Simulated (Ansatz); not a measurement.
**bcc Cs: Voigt–Reuss–Hill shear modulus by level of theory**

No measured value is used here.

| level (code) | value (GPa) | cell (Å³/atom) |
|---|---|---|
| LDA (Ansatz) | 0.8 | 95.63 |
| PBE (Ansatz) | 0.6 | 116.89 |
| PBEsol (Ansatz) | 0.7 | 108.68 |
| r²SCAN (Ansatz) | 0.7 | 123.41 |
| HSE06 (Ansatz) | 0.5 | 121.81 |

HSE06: hybrids on metals are sensitive to the k mesh. Each level is taken at its own relaxed cell. Cutoffs and k meshes differ between the levels. Ansatz's density-functional and Hartree–Fock values are scalar-relativistic unless marked +SOC, with PAW data made under PBE.

Ansatz is an electronic-structure program.
